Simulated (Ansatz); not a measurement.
Relaxation of C₂H₂F₂O (7 atoms, charge 0, multiplicity 1), to a largest force component of 0.02 eV/Å in at most 50 steps.

These are results of RKS BHLYP-D4/cc-pVDZ (Ansatz 0.2.0), not measurements.

```xyz
7
Properties=species:S:1:pos:R:3
F 0.686 -1.573 0.843
C -0.025 -0.326 0.669
O -1.218 -0.320 -0.177
C 0.066 0.318 -0.682
F -0.008 1.681 -0.769
H 0.003 0.294 1.562
H 0.557 -0.142 -1.492
```

Problem. Where does it end, and by what steps?

Solution. It converged. After 5 steps the energy has fallen by 0.680 eV; O3 moved furthest, 0.12 Å.

```
step  energy less start (eV)  largest force component (eV/Å)  accepted
   0                  0.0000                           4.443       yes
   1                 -0.5331                           2.380       yes
   2                 -0.6219                           1.393       yes
   3                 -0.6775                           0.244       yes
   4                 -0.6784                           0.079       yes
   5                 -0.6796                           0.013       yes
```

```xyz
7
Properties=species:S:1:pos:R:3
F 0.605 -1.507 0.827
C 0.030 -0.310 0.650
O -1.094 -0.310 -0.166
C 0.050 0.307 -0.654
F -0.024 1.641 -0.759
H -0.031 0.259 1.572
H 0.526 -0.149 -1.516
```

Whether the end is a true minimum wasn't checked by a vibrational analysis.

Run time: 21 s on 1 thread of Arm Neoverse V1, on a shared host, peak memory 0.14 GiB.
